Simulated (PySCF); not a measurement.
This PySCF input asks for the NMR shieldings of `p1ppp[p-]1`, [P₅]-; the geometry comes from GFN2-xTB.

```python
import basis_set_exchange as bse
import numpy as np
from pyscf import gto, dft
from pyscf.prop import nmr

atoms = """
P     0.219393    1.756323   -0.181708
P    -1.589682    0.714911   -0.329899
P    -1.200287   -1.312861    0.009599
P     0.851417   -1.526339    0.364529
P     1.727781    0.370819    0.249154
"""
names = dict.fromkeys(["P"], "pcSseg-1")
basis = {el: gto.basis.parse(bse.get_basis(n, elements=[el], fmt="nwchem")) for el, n in names.items()}
mol = gto.M(atom=atoms, basis=basis, charge=-1, verbose=0)
mf = dft.RKS(mol, xc="PBE0")
mf.grids.level = 2
mf.grids.alignment = dft.numint.BLKSIZE   # the property module wants whole blocks of grid points
mf.conv_tol = 1e-9
mf.kernel()

calc = nmr.RKS(mf)   # GIAO
C = mf.mo_coeff
Co = C[:, mf.mo_occ > 0]
resp = mf.gen_response(singlet=True, hermi=2)
def vind(x):   # induced exchange potential for any number of trial vectors
    d = np.einsum("pi,xij,qj->xpq", C, 2 * x.reshape(-1, C.shape[1], Co.shape[1]), Co, optimize=True)
    return np.einsum("xpq,pi,qj->xij", resp(d - d.transpose(0, 2, 1)), C, Co, optimize=True).ravel()
mo1, _ = nmr.rhf.solve_mo1(calc, with_cphf=vind)
sigma = calc.kernel(mo1)
for i, s in enumerate(sigma):   # ppm
    print("%2d %-2s %9.2f" % (i, mol.atom_pure_symbol(i), np.trace(s) / 3))
```

Question: What does it print?

Answer: 
```
 0 P    -189.64
 1 P    -190.16
 2 P    -189.96
 3 P    -190.29
 4 P    -190.70
```

These numbers come from an equivalent density-fitted implementation of the same equations, which agrees with the script to about 0.01 ppm for H and up to a few tenths of a ppm for heavy atoms, so last digits may differ.

Question: Turn these shieldings into chemical shifts. Scale: H3PO4 for 31P (σref 318.38) (reference shieldings calculated alike).

Answer: Averaging equivalent atoms: P 0/1/2/3/4: 508.5 ppm. Experimental scales use liquid or dissolved standards, which lie at an offset from isolated H3PO4.

Size and cost of the density-fitted run: 120 basis functions, 14 s wall time on 1 thread of an Intel Xeon, shared host; peak memory 0.58 GiB.
